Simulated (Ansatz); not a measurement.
in.yaml

```yaml
crystal:
  periodic: [false, false, false]
  atoms:
    - {symbol: Si, position_ang: [0.000000, 0.000000, 0.000000]}
    - {symbol: C, position_ang: [0.000000, 0.000000, 1.478000]}
basis:
  gaussian: {orbitals: 6-31G}
magnetization: {spin_polarized: false}
hamiltonian: {xc: {name: r2SCAN}}
correlation: {method: ccsdt_q, electrons: all}
scf: {lower_state_search: light}
output: {forces: true}
```

```sh
$ ansatz run in.yaml --threads 1 --pin off --events-out ev --progress --plain --max-ram 2393MiB
```

Output:

```
456 factors; integrals over basis functions are off by at most 4.9e-8 eV
mean field evaluation 1: about -8888.6079 eV, gradient 7.2e1 eV
mean field evaluation 2: about -8888.6051 eV, gradient 7.2e1 eV
mean field evaluation 4: about -8886.8451 eV, gradient 6.9e1 eV
mean field evaluation 8: about -8903.3668 eV, gradient 6.3e0 eV
mean field evaluation 16: about -8903.4941 eV, gradient 4.2e-4 eV
mean field evaluation 32: about -8884.8389 eV, gradient 1.0e1 eV
mean field -8903.49406407 eV, -327.1973718496 hartree, gradient 2.3e-6 eV, S^2 0.000000; 0 other end points of the search recorded, 0 dependent functions left out; unrestricted orbitals would lower it
mean field evaluation 64: about -8883.7164 eV, gradient 1.2e-2 eV
unrestricted determinant -8883.71644214 eV, -326.4705576495 hartree, S^2 1.1330
reference -8881.94723542 eV, -326.4055405017 hartree; 10, 10 occupied and 12, 12 virtual orbitals, 456 factors
second order -5.96157467 eV of doubles, -0.30233041 eV of singles
cycle   1  -4.67728442 eV  change     1.6e0 eV  update   2.3e-1
cycle   2  -5.53456751 eV  change   -8.6e-1 eV  update   1.7e-1
cycle   3  -5.81344578 eV  change   -2.8e-1 eV  update   5.3e-2
cycle   4  -6.08783567 eV  change   -2.7e-1 eV  update   3.8e-2
cycle   5  -6.15839525 eV  change   -7.1e-2 eV  update   1.8e-2
cycle   6  -6.16324955 eV  change   -4.9e-3 eV  update   7.0e-3
cycle   7  -6.15755480 eV  change    5.7e-3 eV  update   4.0e-3
cycle   8  -6.16405806 eV  change   -6.5e-3 eV  update   2.2e-3
cycle   9  -6.16271584 eV  change    1.3e-3 eV  update   1.3e-3
cycle  10  -6.16463563 eV  change   -1.9e-3 eV  update   6.7e-4
cycle  11  -6.16626387 eV  change   -1.6e-3 eV  update   3.0e-4
cycle  12  -6.16633810 eV  change   -7.4e-5 eV  update   1.2e-4
cycle  13  -6.16631036 eV  change    2.8e-5 eV  update   3.8e-5
cycle  14  -6.16633426 eV  change   -2.4e-5 eV  update   1.2e-5
cycle  15  -6.16635806 eV  change   -2.4e-5 eV  update   4.5e-6
cycle  16  -6.16634723 eV  change    1.1e-5 eV  update   2.2e-6
cycle  17  -6.16634745 eV  change   -2.2e-7 eV  update   9.0e-7
cycle  18  -6.16634537 eV  change    2.1e-6 eV  update   3.0e-7
cycle  19  -6.16634485 eV  change    5.2e-7 eV  update   1.0e-7
perturbative correction -0.08925133 eV, -0.0032799259 hartree
the calculation of the forces begins
Total energy: -8888.20283160 eV, -326.6354294212 hartree
Atom 0 at     0.000000     0.000000     0.000000 Å, force     0.000000     0.000000   -12.746739 eV/Å
Atom 1 at     0.000000     0.000000     1.478000 Å, force    -0.000000     0.000000    12.746739 eV/Å
Dipole moment:     0.000000     0.000000    -0.373959 e Å
```

Forces (eV/Å):
```
Si    0.000   0.000 -12.747
C     0.000   0.000  12.747
```

Ran on 1 thread of Arm Neoverse V2, shared host: 30 s wall, 0.37 GiB peak host memory.
